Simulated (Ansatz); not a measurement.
# Molecular dynamics of H2MgO2

The input (input.yaml):

```yaml
crystal:
  periodic: [false, false, false]
  atoms:
    - { symbol: O, position_ang: [-1.501867, -0.284206, -0.940812] }
    - { symbol: Mg, position_ang: [0.027795, -0.233256, -0.043694] }
    - { symbol: O, position_ang: [1.567903, -0.315909, 0.833344] }
    - { symbol: H, position_ang: [-2.116194, 0.271625, -0.337999] }
    - { symbol: H, position_ang: [2.072263, 0.488045, 0.447761] }
basis:
  gaussian: { orbitals: STO-3G }
hamiltonian:
  xc: pbe0
  dispersion: d4
md:
  timestep: 0.25
  n_steps: 300
  ensemble: nve
  temperature: 100.0
  initial_velocities: maxwell_boltzmann
  seed: 159024
```

Run as:

```bash
$ ansatz run input.yaml --threads 1 --pin off --max-ram 2048MiB --backend cpu --events-out ev --progress --plain --runs-dir out
```

It starts from a relaxed structure.

Output, in part (step lines, the closing report, with atoms numbered from 0):

```
md step     0: t =     0.00 fs  T =   100.0 K  F+E_penalty+E_count = -9439.22784930 eV  E_kin = 0.038778 eV  conserved = -9439.18907130 eV  (21 SCF iters)
[... lines left out ...]
Total energy: -9439.20079010 eV, -346.8842309159 hartree
Atom 0 at    -1.521036    -0.265797    -0.918644 Å, force     0.733794    -0.610003    -0.388108 eV/Å
Atom 1 at     0.047960    -0.267773    -0.069860 Å, force    -0.484783     0.056035    -0.153728 eV/Å
Atom 2 at     1.558530    -0.295006     0.845508 Å, force    -0.301611    -0.902756     0.316543 eV/Å
Atom 3 at    -2.049634     0.392825    -0.370387 Å, force    -0.447283     0.562233     0.489109 eV/Å
Atom 4 at     1.972503     0.575180     0.566135 Å, force     0.499882     0.894491    -0.263815 eV/Å
Dipole moment:     0.014999     0.257212     0.010381 e Å
```

The steps, from the saved trajectory:

| time (fs) | T (K) | potential energy less start (eV) | conserved less start (meV/atom) |
| --- | --- | --- | --- |
| 0.0 | 100 | 0.000 | 0.00 |
| 2.5 | 37 | 0.025 | 0.04 |
| 5.0 | 82 | 0.007 | 0.01 |
| 7.5 | 41 | 0.023 | 0.03 |
| 10.0 | 63 | 0.014 | 0.01 |
| 12.5 | 70 | 0.012 | 0.01 |
| 15.0 | 43 | 0.022 | 0.03 |
| 17.5 | 85 | 0.006 | 0.01 |
| 20.0 | 25 | 0.029 | 0.04 |
| 22.5 | 81 | 0.007 | 0.00 |
| 25.0 | 17 | 0.033 | 0.04 |
| 27.5 | 73 | 0.011 | 0.00 |
| 30.0 | 37 | 0.025 | 0.03 |
| 32.5 | 52 | 0.019 | 0.02 |
| 35.0 | 50 | 0.019 | 0.02 |
| 37.5 | 24 | 0.030 | 0.03 |
| 40.0 | 63 | 0.014 | 0.00 |
| 42.5 | 6 | 0.037 | 0.04 |
| 45.0 | 71 | 0.011 | 0.00 |
| 47.5 | 12 | 0.034 | 0.04 |
| 50.0 | 62 | 0.015 | 0.01 |
| 52.5 | 20 | 0.031 | 0.03 |
| 55.0 | 40 | 0.023 | 0.01 |
| 57.5 | 42 | 0.022 | 0.01 |
| 60.0 | 20 | 0.031 | 0.03 |
| 62.5 | 65 | 0.014 | 0.01 |
| 65.0 | 14 | 0.034 | 0.04 |
| 67.5 | 75 | 0.010 | 0.00 |
| 70.0 | 10 | 0.035 | 0.04 |
| 72.5 | 67 | 0.013 | 0.00 |
| 75.0 | 31 | 0.027 | 0.03 |

The run went to its last step. The conserved energy stayed within 0.04 meV per atom of its start (net change 0.028 meV per atom), so the integration is sound. A run of 0.075 ps of so small a system gives no equilibrium averages. Limits of this set-up: minimal basis.

The same pairs are bonded in the first frame and the last. Pairs count as bonded within 1.25 times the sum of covalent radii (0.12 Å more for H–H).

Last frame:

```xyz
5
Properties=species:S:1:pos:R:3
O -1.521 -0.266 -0.919
Mg 0.048 -0.268 -0.070
O 1.558 -0.295 0.846
H -2.050 0.393 -0.370
H 1.972 0.575 0.566
```

Time of the run: 8.1 min on 1 CPU thread of a shared host.
